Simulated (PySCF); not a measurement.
Compound: C4H6S.
Geometry (PBE0-D3(BJ)/def2-TZVP, Å), atoms numbered from 1 in this order:
```xyz
11
C4H6S angstrom
C     -0.4283    0.6883   -0.6948
C      0.7213    0.7920   -0.0461
C      1.0840   -0.3272    0.8712
S     -0.2855   -1.5204    0.7565
C     -1.2400   -0.5376   -0.4415
H     -0.7919    1.4442   -1.3829
H      1.3877    1.6415   -0.1518
H      1.1976    0.0173    1.9034
H      2.0226   -0.8057    0.5765
H     -2.2237   -0.2934   -0.0295
H     -1.3986   -1.1152   -1.3570
```

Level of theory: PBE0-D3(BJ)/def2-TZVP geometry optimisation, gas phase (PySCF 2.14.0).

Take the most abundant isotopes and a rigid rotor. 

(1) What are A, B and C (MHz)?

(2) What kind of rotor is it?

(3) Is it planar, by Δ = Ic − Ia − Ib?

(4) Which types of transition are allowed, and where do some lines up to J = 4 fall?

(5) Estimate the classical rotational partition function at 10 K, 100 K and 200 K.

## Answers

(1) Ia = 75.51, Ib = 104.19, Ic = 173.42 u·Å²; 505379 MHz·u·Å²/I gives A = 6693, B = 4850, C = 2914 MHz.

(2) An asymmetric top. Ray's parameter κ = (2B − A − C)/(A − C) = 0.025; −1 is the prolate and +1 the oblate limit.

(3) Not planar: Δ = Ic − Ia − Ib = -6.29 u·Å². For a rigid frame Δ = −2 Σ m c², so Σ m c² = 3.14 u·Å² lies off the ab plane, practically all of it from hydrogen. The atom farthest from that plane is 0.88 Å away.

(4) The dipole components are |μa| = 1.80 D, |μb| = 0.00 D, |μc| = 0.00 D; the symmetry axis of this C2v structure is a, so μb and μc vanish by symmetry and there are no b-type or c-type lines. Some lines, for components of 0.1 D or more:

| type | branch | J(Ka,Kc) | MHz | lower level (cm⁻¹) |
| --- | --- | --- | --- | --- |
| a | Q | 2(2,0) ← 2(2,1) | 924 | 1.152 |
| a | Q | 4(3,1) ← 4(3,2) | 1858 | 3.492 |
| a | Q | 1(1,0) ← 1(1,1) | 1936 | 0.320 |
| a | Q | 2(1,1) ← 2(1,2) | 5808 | 0.774 |
| a | R | 1(0,1) ← 0(0,0) | 7765 | 0.000 |
| a | Q | 4(2,2) ← 4(2,3) | 8591 | 2.940 |
| a | Q | 3(1,2) ← 3(1,3) | 11301 | 1.438 |
| a | R | 2(1,2) ← 1(1,1) | 13593 | 0.320 |
| a | R | 2(0,2) ← 1(0,1) | 14605 | 0.259 |
| a | Q | 4(1,3) ← 4(1,4) | 17503 | 2.303 |
| a | R | 3(1,3) ← 2(1,2) | 19901 | 0.774 |
| a | R | 3(0,3) ← 2(0,2) | 20468 | 0.746 |
| a | R | 3(2,2) ← 2(2,1) | 23294 | 1.152 |
| a | R | 3(1,2) ← 2(1,1) | 25394 | 0.968 |
| a | R | 3(2,1) ← 2(2,0) | 26120 | 1.183 |
| a | R | 4(0,4) ← 3(0,3) | 26129 | 1.429 |
| a | R | 4(1,3) ← 3(1,2) | 32136 | 1.815 |
| a | R | 4(3,2) ← 3(3,1) | 32311 | 2.414 |
| a | R | 4(3,1) ← 3(3,0) | 33854 | 2.425 |

(5) Point group C2v, symmetry number σ = 2; q = (√π/σ)·√((kT/h)³/(ABC)), k/h = 20836.6 MHz/K: 274 at 10 K, 8670 at 100 K, 24500 at 200 K.

No frequency check. Zero-point vibration and centrifugal distortion are left out.
